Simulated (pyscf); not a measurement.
One four-centre exchange on the singlet surface with elements of a group swapped. ωB97M-D3(BJ)/def2-TZVP, kcal/mol, from the separated reactants. Structures and frequencies: ωB97X-D3(BJ)/def2-SVP in PySCF.

```
step                                                               barrier  reaction energy  imaginary mode (i cm⁻¹)
-----------------------------------------------------------------  -------  ---------------  -----------------------
`[NH2][Al]([NH2])[NH2]` + `[H][H]` -> `[NH3]` + `[NH2][AlH][NH2]`        ?                ?                     1268
`[NH2][Ga]([NH2])[NH2]` + `[H][H]` -> `[NH3]` + `[NH2][GaH][NH2]`     25.7             -0.3                     1395
```

### Question
Fill in the missing entries.

### Answer

- `[NH2][Al]([NH2])[NH2]` + `[H][H]` -> `[NH3]` + `[NH2][AlH][NH2]`, barrier: 22.5
- `[NH2][Al]([NH2])[NH2]` + `[H][H]` -> `[NH3]` + `[NH2][AlH][NH2]`, reaction energy: +13.1

Row 1: On the product side the descent ends in an adduct with a Al–N contact, 22.5 kcal/mol under the separated species and 30.8 kcal/mol under the saddle at ωB97X-D3(BJ)/def2-TZVP. Row 2: On the product side the descent ends in an adduct with a Ga–N contact, 17.9 kcal/mol under the separated species and 42.2 kcal/mol under the saddle at ωB97X-D3(BJ)/def2-TZVP. Each row is the saddle that its search found. Elements up to Kr have no core potential and no relativistic terms here.
